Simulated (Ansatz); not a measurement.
Geometry optimisation, RKS PBE/def2-SVP in Ansatz.

The input (input.yaml):

```yaml
crystal:
  periodic: [false, false, false]
  atoms:
    - { symbol: Si, position_ang: [-0.062286, 0.0, -0.801795] }
    - { symbol: F, position_ang: [1.386807, 0.0, 1.56598] }
    - { symbol: H, position_ang: [2.008196, 0.0, 0.868721] }
    - { symbol: H, position_ang: [-1.044808, 1.110041, -0.376603] }
    - { symbol: H, position_ang: [-1.044808, -1.110041, -0.376603] }
basis:
  gaussian: { orbitals: def2-SVP }
hamiltonian:
  xc: pbe
relax:
  f_tol: 0.03
  max_steps: 50
output:
  orbitals: {}
```

Run as:

```bash
$ ansatz run input.yaml --threads 1 --pin off --max-ram 2048MiB --backend cpu --events-out ev --progress --plain --runs-dir out
```

Where does it end, and by what steps?

The run converged. After 5 steps the energy has fallen by 0.190 eV; F2 moved furthest, 0.43 Å.

```tsv
step	energy less start (eV)	largest force component (eV/Å)	accepted
0	0.0000	0.511	yes
1	-0.1051	0.595	yes
2	-0.1762	0.232	yes
3	-0.1883	0.128	yes
4	-0.1895	0.031	yes
5	-0.1897	0.017	yes
```

```xyz
5
Properties=species:S:1:pos:R:3
Si 0.076 0.000 -0.685
F 1.068 0.000 1.284
H 1.879 0.000 0.788
H -0.890 1.118 -0.253
H -0.890 -1.118 -0.253
```

Whether the end is a true minimum wasn't checked by a vibrational analysis.

Time of the run: 5.7 s on 1 thread of Arm Neoverse V1, with other jobs on the host, peak memory 0.1 GiB.
